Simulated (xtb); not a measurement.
Harmonic IR lines of one isomer of C2H5NO, unscaled. These are GFN2-xTB (xtb) values and carry that method's errors.

```
wavenumber (cm⁻¹)  relative intensity
-----------------  ------------------
274                                43
598                               4.3
1004                              4.9
1064                              3.4
1290                               34
1371                              6.7
1452                               16
1463                              7.7
1776                              100
3029                              5.5
```

**Question.** Identify which structure gives these lines.
(A) `C1NCO1`
(B) `CC(N)=O`
(C) `C=NCO`
(D) `C/N=C\O`

**Answer.** B, `CC(N)=O`
